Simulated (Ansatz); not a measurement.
Basis-set extrapolation for `FC1(S)CCO1` (PBE0-D4/def2-TZVP geometry, frozen core, Ansatz 0.2.0). Multiplicity 1, RHF reference.

```csv
,def2-TZVPP,def2-QZVPP
HF,-688.438854,-688.462910
MP2 correlation,-1.153279,-1.243820
CCSD(T) correlation,-1.240268,not run
```

Energies in hartree. Use E(X) = E(∞) + A·exp(−7.88·√X) for Hartree–Fock and E(X) = E(∞) + B·X^(−2.97) for correlation, with X = 3 and 4, and add CCSD(T) minus MP2 of the smaller set to the MP2 limit.

Problem. What is the CCSD(T) energy at the basis-set limit?

Solution. HF limit: -688.462910 + (-0.024056) × 0.13774 = -688.46622. MP2 limit: -1.243820 + (-0.090541) × 0.74074 = -1.31089. Higher-order term: -1.240268 − (-1.153279) = -0.08699. Total: -689.86410 hartree, 5.03 eV below CCSD(T)/def2-TZVPP.
